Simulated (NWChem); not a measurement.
**One shape, several levels: CH8BSi− (SMILES [BH3-][SiH2]C)**

Aim: a comparison of 5 runs (HF/STO-3G, HF/3-21G, B3LYP/6-31G*, r2SCAN/6-31G*) of CH8BSi−. 

The calculation is run with NWChem 7.3.0.

## (1) The structure to begin with

The species is CH8BSi− (11 atoms), meant as a singlet with charge -1. As SMILES, `[BH3-][SiH2]C`. The coordinates come from a GFN2-xTB relaxation.

Bond lengths: B1–Si2 1.972 Å, Si2–C3 1.930 Å, B1–H4 1.228 Å, B1–H5 1.226 Å, B1–H6 1.226 Å, Si2–H7 1.508 Å, Si2–H8 1.508 Å, C3–H9 1.088 Å, C3–H10 1.088 Å, C3–H11 1.089 Å. Some angles: B1–Si2–C3 117.3°, B1–Si2–H7 119.9°, B1–Si2–H8 119.8°, C3–Si2–H7 99.4°, C3–Si2–H8 99.4°, Si2–B1–H4 109.9°, Si2–B1–H5 111.5°, Si2–B1–H6 111.5°, Si2–C3–H9 110.7°, Si2–C3–H10 110.7°.

## (2) Energy and forces at HF/STO-3G (run 1)

Contents of m1.nw:

```
START m1
TITLE "CH8BSi gradient"
memory stack 880 mb heap 220 mb global 1100 mb
charge -1
GEOMETRY units au noautosym nocenter noautoz
   B  -2.49689513  1.87959719 -1.06172373
   Si -0.38578759 -1.13633011 -0.48110537
   C   2.68375125 -0.68625404  1.43613516
   H  -4.37335538  1.30239925 -2.30076045
   H  -1.34329292  3.51018517 -2.23531924
   H  -3.22022560  2.80493938  0.93547112
   H   0.66144194 -2.58790434 -2.69847221
   H  -1.46973449 -3.38209954  0.89875374
   H   3.93063034  0.66019472  0.50697572
   H   2.26990123  0.06627270  3.30522548
   H   3.74354745 -2.43101928  1.69483867
END
BASIS spherical bse
   * library STO-3G
END
SCF
   thresh 1e-08
   maxiter 80
END
TASK scf gradient
```

Launch:

```console
$ nwchem m1.nw > m1.out
```

The log of the run:

```text
[...]
  functions       =    27
[...]
  wavefunction    = RHF
[...]
         Total SCF energy =   -351.939552419955
      One-electron energy =   -698.207596242393
      Two-electron energy =    243.841316401255
 Nuclear repulsion energy =    102.426727421183
        Time for solution =      0.8s
[...]
                         RHF ENERGY GRADIENTS
    atom               coordinates                        gradient
                 x          y          z           x          y          z
   1 B      -2.496895   1.879597  -1.061724    0.033654  -0.040152   0.010962
   2 Si     -0.385788  -1.136330  -0.481105   -0.026920   0.058317  -0.003221
   3 C       2.683751  -0.686254   1.436135    0.014785  -0.004585   0.007736
   4 H      -4.373355   1.302399  -2.300760   -0.027550  -0.003852  -0.017157
   5 H      -1.343293   3.510185  -2.235319    0.010613   0.025999  -0.016190
   6 H      -3.220226   2.804939   0.935471   -0.013307   0.017037   0.024241
   7 H       0.661442  -2.587904  -2.698472    0.014298  -0.023187  -0.020744
   8 H      -1.469734  -3.382100   0.898754   -0.006165  -0.030825   0.013723
   9 H       3.930630   0.660195   0.506976    0.000802   0.002839  -0.003259
  10 H       2.269901   0.066273   3.305225   -0.002894   0.001544   0.002954
  11 H       3.743547  -2.431019   1.694839    0.002685  -0.003135   0.000955
[...]
```

Wall time 1.5 s (1 thread of AMD EPYC 9R45 (Zen 5), shared host); peak memory 0.1 GiB.

## (3) Energy and gradient at HF/3-21G (run 2)

Contents of ch8bsi.nw:

```
START ch8bsi
memory total 2200 mb
charge -1

GEOMETRY units angstroms noautosym nocenter noautoz
  B       -1.321300       0.994640      -0.561840
  Si      -0.204150      -0.601320      -0.254590
  C        1.420180      -0.363150       0.759970
  H       -2.314280       0.689200      -1.217510
  H       -0.710840       1.857510      -1.182880
  H       -1.704070       1.484310       0.495030
  H        0.350020      -1.369460      -1.427970
  H       -0.777750      -1.789730       0.475600
  H        2.080000       0.349360       0.268280
  H        1.201180       0.035070       1.749050
  H        1.981000      -1.286440       0.896870
END

BASIS spherical bse
  B library 3-21G
  Si library 3-21G
  C library 3-21G
  H library 3-21G
END

SCF
  thresh 1e-08
  maxiter 80
END

TASK scf gradient
```

Launch:

```console
$ nwchem ch8bsi.nw > ch8bsi.out
```

The log of the run:

```text
[...]
  functions       =    47
[...]
  wavefunction    = RHF
[...]
         Total SCF energy =   -354.223920616300
      One-electron energy =   -697.800645188037
      Two-electron energy =    241.149989790968
 Nuclear repulsion energy =    102.426734780769
        Time for solution =      0.9s
[...]
                         RHF ENERGY GRADIENTS
    atom               coordinates                        gradient
                 x          y          z           x          y          z
   1 B      -2.496895   1.879597  -1.061724    0.020000  -0.021373   0.007101
   2 Si     -0.385788  -1.136330  -0.481105   -0.013129   0.017892  -0.003945
   3 C       2.683751  -0.686254   1.436135   -0.012302  -0.005271  -0.008466
   4 H      -4.373355   1.302399  -2.300760   -0.000639   0.001940   0.000054
   5 H      -1.343293   3.510185  -2.235319   -0.003837   0.002262   0.000248
   6 H      -3.220225   2.804939   0.935471   -0.002157   0.002931  -0.002593
   7 H       0.661442  -2.587904  -2.698472   -0.000202  -0.000664   0.010222
   8 H      -1.469734  -3.382099   0.898754    0.008636   0.002614  -0.004738
   9 H       3.930630   0.660195   0.506976    0.000454  -0.000677   0.000533
  10 H       2.269901   0.066273   3.305225    0.000802  -0.000528  -0.000043
  11 H       3.743547  -2.431019   1.694839    0.002376   0.000874   0.001626
[...]
```

Wall time 1.7 s (1 thread of AMD EPYC 9R45 (Zen 5), shared host); peak memory 0.1 GiB.

Run 3 isn't shown in full; the table further down has it.

## (4) Energy and gradient at r2SCAN/6-31G(d) (spherical functions) (run 4)

Contents of run.py:

```python
from ase import Atoms
from ase.calculators.nwchem import NWChem

mol = Atoms(['B', 'Si', 'C', 'H', 'H', 'H', 'H', 'H', 'H', 'H', 'H'], positions=[
    [-1.321300, 0.994640, -0.561840],
    [-0.204150, -0.601320, -0.254590],
    [1.420180, -0.363150, 0.759970],
    [-2.314280, 0.689200, -1.217510],
    [-0.710840, 1.857510, -1.182880],
    [-1.704070, 1.484310, 0.495030],
    [0.350020, -1.369460, -1.427970],
    [-0.777750, -1.789730, 0.475600],
    [2.080000, 0.349360, 0.268280],
    [1.201180, 0.035070, 1.749050],
    [1.981000, -1.286440, 0.896870],
])

calc = NWChem(
    label='ch8bsi',
    theory='dft',
    memory='2200 mb',
    basis='6-31G*',
    basispar='spherical bse',
    charge=-1,
    dft={'xc': 'r2scan', 'mult': '1', 'grid': 'xfine', 'convergence': 'energy 1e-08', 'iterations': '100', 'mulliken': None},
)
mol.calc = calc

forces = mol.get_forces()
print(f"energy = {mol.get_potential_energy():.6f} eV")
print("forces (eV/A):")
for s, f in zip(mol.symbols, forces):
    print(f"{s:2s} {f[0]:10.5f} {f[1]:10.5f} {f[2]:10.5f}")
print("dipole (e A):", mol.get_dipole_moment().round(4))
```

Launch:

```console
$ export ASE_NWCHEM_COMMAND="nwchem PREFIX.nwi > PREFIX.nwo"
$ python run.py
```

The log of the run:

```text
energy = -9719.300332 eV
forces (eV/A):
B    -0.52579    0.47072   -0.20713
Si    0.56909   -0.27274    0.28359
C    -0.22091    0.04325   -0.12058
H    -0.05415   -0.10989   -0.05662
H     0.21911   -0.01630   -0.06849
H     0.05610   -0.07991    0.20759
H     0.02684   -0.00792   -0.40999
H    -0.33034   -0.13987    0.19458
H     0.21330    0.28390   -0.16923
H    -0.08968    0.17437    0.34031
H     0.13637   -0.34566    0.00607
dipole (e A): [ 0.8489 -0.2961  0.4366]
```

The calculator wrote ch8bsi.nwi:

```
title "ch8bsi"

permanent_dir ch8bsi

scratch_dir ch8bsi

start ch8bsi

geometry units angstrom nocenter noautosym noautoz
  B  -1.3212999999999999e+00 9.9463999999999997e-01 -5.6184000000000001e-01
  Si -2.0415000000000000e-01 -6.0131999999999997e-01 -2.5458999999999998e-01
  C  1.4201800000000000e+00 -3.6314999999999997e-01 7.5997000000000003e-01
  H  -2.3142800000000001e+00 6.8920000000000003e-01 -1.2175100000000001e+00
  H  -7.1084000000000003e-01 1.8575100000000000e+00 -1.1828799999999999e+00
  H  -1.7040700000000000e+00 1.4843100000000000e+00 4.9503000000000003e-01
  H  3.5002000000000000e-01 -1.3694599999999999e+00 -1.4279700000000000e+00
  H  -7.7775000000000005e-01 -1.7897300000000000e+00 4.7560000000000002e-01
  H  2.0800000000000001e+00 3.4936000000000000e-01 2.6828000000000002e-01
  H  1.2011799999999999e+00 3.5069999999999997e-02 1.7490500000000000e+00
  H  1.9810000000000001e+00 -1.2864400000000000e+00 8.9686999999999995e-01
end

charge -1

memory 2200 mb

basis spherical bse noprint
   * library 6-31G*
end

dft
  xc r2scan
  mult 1
  grid xfine
  convergence energy 1e-08
  iterations 100
  mulliken
end

task dft gradient
```

ch8bsi.nwo:

```text
Northwest Computational Chemistry Package (NWChem) 7.3.0
             --------------------------------------------------------

           Job information
           ---------------

    nwchem branch   = 7.3.0
    use scalapack   = T
    input           = ch8bsi.nwi
    prefix          = ch8bsi.
    data base       = ch8bsi/ch8bsi.db
    status          = startup
    nproc           =        1

           Memory information
           ------------------

    heap     =     72089596 doubles =      550.0 Mbytes
    stack    =     72089601 doubles =      550.0 Mbytes
    global   =    144179200 doubles =     1100.0 Mbytes (distinct from heap & stack)
    total    =    288358397 doubles =     2200.0 Mbytes
    verify   = yes
    hardfail = no

           Directory information
           ---------------------

  0 permanent = ch8bsi
  0 scratch   = ch8bsi

                                NWChem Input Module
                                -------------------

                                      ch8bsi
                                      ------

[... 101 lines left out ...]
  convergence criterion.
[... 17 lines left out ...]
          Convergence on gradient requested:  5.00D-04
[... 24 lines left out ...]
          Convergence aids based upon iterative change in
[... 30 lines left out ...]
 1-e energy   =    -711.411109
[... 46 lines left out ...]
         Total DFT energy =     -357.177702125522
[... 2 lines left out ...]
    Exchange-Corr. energy =      -33.558457838060
[... 504 lines left out ...]
          Convergence on energy requested:  1.00D-08
[... 22 lines left out ...]
          Spatial weights used:  Erf1
[... 4 lines left out ...]
          total energy or number of iterations.
[... 18 lines left out ...]
                            NWChem DFT Gradient Module
                            --------------------------

                                      ch8bsi

  charge          =  -1.00
  wavefunction    = closed shell

                         DFT ENERGY GRADIENTS

    atom               coordinates                        gradient
                 x          y          z           x          y          z
   1 B      -2.496895   1.879597  -1.061724    0.010225  -0.009154   0.004028
   2 Si     -0.385788  -1.136330  -0.481105   -0.011067   0.005304  -0.005515
   3 C       2.683751  -0.686254   1.436135    0.004296  -0.000841   0.002345
[... 7 lines of this table left out ...]
  11 H       3.743547  -2.431019   1.694839   -0.002652   0.006722  -0.000118

                 ----------------------------------------
                 |  Time  |  1-e(secs)   |  2-e(secs)   |
                 ----------------------------------------
                 |  CPU   |       0.00   |       1.39   |
                 ----------------------------------------
                 |  WALL  |       0.00   |       1.39   |
                 ----------------------------------------

 Task  times  cpu:       25.5s     wall:       25.5s
 Total times  cpu:       25.5s     wall:       25.5s
```

Wall time 26 s (1 thread of AMD EPYC 9R45 (Zen 5), shared host); peak memory 0.15 GiB.

## (5) Energy and gradient at B3LYP/6-31G(d) (Cartesian functions) (run 5)

Contents of run.py:

```python
from ase import Atoms
from ase.calculators.nwchem import NWChem

atoms = Atoms(['B', 'Si', 'C', 'H', 'H', 'H', 'H', 'H', 'H', 'H', 'H'], positions=[
    [-1.321300, 0.994640, -0.561840],
    [-0.204150, -0.601320, -0.254590],
    [1.420180, -0.363150, 0.759970],
    [-2.314280, 0.689200, -1.217510],
    [-0.710840, 1.857510, -1.182880],
    [-1.704070, 1.484310, 0.495030],
    [0.350020, -1.369460, -1.427970],
    [-0.777750, -1.789730, 0.475600],
    [2.080000, 0.349360, 0.268280],
    [1.201180, 0.035070, 1.749050],
    [1.981000, -1.286440, 0.896870],
])

calc = NWChem(
    label='nw',
    theory='dft',
    memory='2200 mb',
    basis='6-31G*',
    charge=-1,
    dft={'xc': 'b3lyp', 'mult': '1', 'grid': 'xfine', 'convergence': 'energy 1e-08', 'iterations': '100', 'mulliken': None},
)
atoms.calc = calc

forces = atoms.get_forces()
print(f"energy = {atoms.get_potential_energy():.6f} eV")
print("forces (eV/A):")
for s, f in zip(atoms.symbols, forces):
    print(f"{s:2s} {f[0]:10.5f} {f[1]:10.5f} {f[2]:10.5f}")
print("dipole (e A):", atoms.get_dipole_moment().round(4))
```

Launch:

```console
$ export ASE_NWCHEM_COMMAND="nwchem PREFIX.nwi > PREFIX.nwo"
$ python run.py
```

The log of the run:

```text
energy = -9722.400005 eV
forces (eV/A):
B    -0.63403    0.60714   -0.24086
Si    0.57618   -0.42747    0.25346
C    -0.13735    0.06597   -0.06597
H    -0.02057   -0.10104   -0.03481
H     0.19592   -0.04633   -0.04597
H     0.06916   -0.09616    0.16877
H     0.00663    0.00843   -0.39590
H    -0.33147   -0.11652    0.17658
H     0.21155    0.25829   -0.14480
H    -0.06495    0.15812    0.32036
H     0.12897   -0.31049    0.00915
dipole (e A): [ 0.8405 -0.294   0.432 ]
```

The calculator wrote nw.nwi:

```
title "nw"

permanent_dir nw

scratch_dir nw

start nw

geometry units angstrom nocenter noautosym noautoz
  B  -1.3212999999999999e+00 9.9463999999999997e-01 -5.6184000000000001e-01
  Si -2.0415000000000000e-01 -6.0131999999999997e-01 -2.5458999999999998e-01
  C  1.4201800000000000e+00 -3.6314999999999997e-01 7.5997000000000003e-01
  H  -2.3142800000000001e+00 6.8920000000000003e-01 -1.2175100000000001e+00
  H  -7.1084000000000003e-01 1.8575100000000000e+00 -1.1828799999999999e+00
  H  -1.7040700000000000e+00 1.4843100000000000e+00 4.9503000000000003e-01
  H  3.5002000000000000e-01 -1.3694599999999999e+00 -1.4279700000000000e+00
  H  -7.7775000000000005e-01 -1.7897300000000000e+00 4.7560000000000002e-01
  H  2.0800000000000001e+00 3.4936000000000000e-01 2.6828000000000002e-01
  H  1.2011799999999999e+00 3.5069999999999997e-02 1.7490500000000000e+00
  H  1.9810000000000001e+00 -1.2864400000000000e+00 8.9686999999999995e-01
end

charge -1

memory 2200 mb

basis noprint
   * library 6-31G*
end

dft
  xc b3lyp
  mult 1
  grid xfine
  convergence energy 1e-08
  iterations 100
  mulliken
end

task dft gradient
```

nw.nwo:

```text
Northwest Computational Chemistry Package (NWChem) 7.3.0
             --------------------------------------------------------

           Job information
           ---------------

    nwchem branch   = 7.3.0
    use scalapack   = T
    input           = nw.nwi
    prefix          = nw.
    data base       = nw/nw.db
    status          = startup
    nproc           =        1

           Memory information
           ------------------

    heap     =     72089596 doubles =      550.0 Mbytes
    stack    =     72089601 doubles =      550.0 Mbytes
    global   =    144179200 doubles =     1100.0 Mbytes (distinct from heap & stack)
    total    =    288358397 doubles =     2200.0 Mbytes
    verify   = yes
    hardfail = no

           Directory information
           ---------------------

  0 permanent = nw
  0 scratch   = nw

                                NWChem Input Module
                                -------------------

                                        nw
                                        --

[... 101 lines left out ...]
  convergence criterion.
[... 17 lines left out ...]
          Convergence on gradient requested:  5.00D-04
[... 27 lines left out ...]
          Convergence aids based upon iterative change in
[... 30 lines left out ...]
 1-e energy   =    -711.411108
[... 44 lines left out ...]
         Total DFT energy =     -357.291612999165
[... 2 lines left out ...]
    Exchange-Corr. energy =      -33.655954764371
[... 524 lines left out ...]
          Convergence on energy requested:  1.00D-08
[... 25 lines left out ...]
          Spatial weights used:  Erf1
[... 4 lines left out ...]
          total energy or number of iterations.
[... 18 lines left out ...]
                            NWChem DFT Gradient Module
                            --------------------------

                                        nw

  charge          =  -1.00
  wavefunction    = closed shell

                         DFT ENERGY GRADIENTS

    atom               coordinates                        gradient
                 x          y          z           x          y          z
   1 B      -2.496895   1.879597  -1.061724    0.012330  -0.011807   0.004684
   2 Si     -0.385788  -1.136330  -0.481105   -0.011205   0.008313  -0.004929
   3 C       2.683751  -0.686254   1.436135    0.002671  -0.001283   0.001283
[... 7 lines of this table left out ...]
  11 H       3.743547  -2.431019   1.694839   -0.002508   0.006038  -0.000178

                 ----------------------------------------
                 |  Time  |  1-e(secs)   |  2-e(secs)   |
                 ----------------------------------------
                 |  CPU   |       0.00   |       1.40   |
                 ----------------------------------------
                 |  WALL  |       0.00   |       1.40   |
                 ----------------------------------------

 Task  times  cpu:       16.8s     wall:       16.8s
 Total times  cpu:       16.9s     wall:       16.9s
```

It took 18 s on 1 thread of AMD EPYC 9R45 (Zen 5), shared host; peak memory 0.15 GiB.

## (6) All runs side by side

```
run                                level  iteration cap  module  energy (Eh)  HOMO energy (eV)  LUMO energy (eV)  HOMO–LUMO gap (eV)  wall time
  1                            HF/STO-3G             80     scf  -351.939552             -1.91             19.21               21.11      1.5 s
  2                             HF/3-21G             80     scf  -354.223921             -4.54             10.11               14.65      1.7 s
  3   B3LYP/6-31G* (spherical functions)            100     dft  -357.288531             -1.37              6.30                7.67       17 s
  4  r2SCAN/6-31G* (spherical functions)            100     dft  -357.177702             -0.70              6.08                6.78       26 s
  5   B3LYP/6-31G* (Cartesian functions)            100     dft  -357.291613             -1.37              6.29                7.66       18 s
```

## (7) Results

| quantity | value |
| --- | --- |
| run 5: total energy | -357.29161 Eh |
| run 5: HOMO energy | -1.37 eV |
| run 5: LUMO energy | 6.29 eV |
| run 5: HOMO–LUMO gap (to an unbound level, set by the basis) | 7.66 eV |
| run 5: largest force on an atom | 0.910 eV/Å |

The HOMO–LUMO gap runs from 6.78 eV (r2SCAN/6-31G*) to 21.11 eV (HF/STO-3G). The two ends differ in method and basis. The empty levels of an anion lie above zero and hang on the basis. Totals of different functionals can't be ranked against each other. In run 1 the basis is minimal, so the values are rough. All runs together took 64 s, the longest 26 s.
